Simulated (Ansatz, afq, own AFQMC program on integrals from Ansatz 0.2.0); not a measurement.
Two steps: Ansatz 0.2.0 writes the Fock matrix and Cholesky factors of the valence space, and afq projects on them the lowest state that overlaps trial and start.

```yaml
crystal:
  periodic: [false, false, false]
  atoms:
    - {symbol: Cu, position_ang: [-0.596838, 0.003490, 0.004074]}
    - {symbol: Si, position_ang: [1.165091, -0.006813, -0.007953]}
    - {symbol: H, position_ang: [1.713092, -1.394828, -0.006919]}
    - {symbol: H, position_ang: [1.733399, 0.686451, 1.185070]}
    - {symbol: H, position_ang: [1.716980, 0.678182, -1.213395]}
basis:
  gaussian: {orbitals: def2-SVP}
magnetization: {spin_polarized: false}
correlation: {method: ccsd_t, electrons: outside_noble_gas, hamiltonian_folder: ham}
```

```sh
$ ansatz run in.yaml --threads 1 --pin off --events-out ev --progress --plain --max-ram 15360MiB --backend cuda --devices 0, --max-vram 18GiB
```

Options of the walk:

```
--method phaseless --trial hf --walkers 4000 --populations 20 --least-time 40 --time-step 0.005 --steps-per-block 20 --equilibration-blocks 160 --max-blocks 4000 --target-error 0.0013 --factor-cut 1e-05 --seed 6418 --taylor-order 6
```

Times are imaginary, in 1/Eh. The walk had a cap of 51 s. With eight or more populations the least sampling time is a fifth of least-time, and the error comes from their spread.

afq prints:

```
orbitals 50  electrons 9 9  factors 441 of 665
reference energy -1929.16357996 Eh
CCSD correlation -0.42662692 Eh in 15 cycles, weight of the determinant in the CISD state 0.8538
energy of the start -1929.163580 Eh
 block  time / (1/Eh)  mean weight  energy / Eh
     1     0.100  1.0028  -1929.326280
     2     0.200  1.0042  -1929.412072
     3     0.300  1.0029  -1929.455415
     4     0.400  1.0033  -1929.485592
     5     0.500  1.0026  -1929.507968
     7     0.700  1.0013  -1929.535361
     9     0.900  1.0009  -1929.561742
    19     1.900  0.9998  -1929.594152
    37     3.700  0.9999  -1929.605780
    55     5.500  0.9998  -1929.603679
    64     6.400  1.0000  -1929.602508
    73     7.300  1.0004  -1929.617343
    91     9.100  1.0000  -1929.611170
   109    10.900  0.9997  -1929.614475
   127    12.700  0.9998  -1929.617206
   145    14.500  1.0000  -1929.619080
   163    16.300  1.0002  -1929.621442
   181    18.100  0.9998  -1929.608580
   199    19.900  0.9996  -1929.622306
   217    21.700  0.9998  -1929.609540
   235    23.500  1.0002  -1929.627660
   253    25.300  0.9999  -1929.610676
   271    27.100  1.0003  -1929.617414
   289    28.900  0.9999  -1929.614931
   307    30.700  1.0003  -1929.613307
   325    32.500  1.0000  -1929.617708
   343    34.300  1.0004  -1929.614124
   361    36.100  1.0002  -1929.619427
   370    37.000  1.0008  -1929.628876
error from the spread of 20 populations
energy -1929.618431 +/- 0.001296 Eh
(rows thinned)
```

The run passed its tests (sampling time, drift between the halves within three errors, error under three times the target), which doesn't prove that it has relaxed.

Against this walk (error 35.3 meV) on the same determinant: CCSD(T) 209.3 meV higher, CCSDT(Q) 273.7 meV higher, a separate phaseless walk with a CISD trial and standard settings 241.5 ± 35.9 meV higher. The error is statistical and leaves out the bias of the constraint. CCSDT(Q) is the surest value here, so the walk's 274 meV below it is most likely the bias of the constraint with this trial, which can have either sign.

Cautions: constraint bias not in the error; no relativity below Rb; outer-core shells of the metal frozen; higher spins were not checked.

The walk took 21 s on 1 × NVIDIA H100 80GB HBM3 with 2 threads of AMD EPYC 7R13 Processor (Zen 3), with other jobs on the host (the card was shared). The log's last line is the phaseless energy.

CCSDT and higher add their correlation energy to the determinant of the CCSD(T) run, since their own runs factorise the integrals more tightly (a shift of under 2 meV). A walk keeps the symmetry of its determinant, which the program's search chose and which needn't be the lowest solution, so a lower state of the same spin and another symmetry isn't excluded.
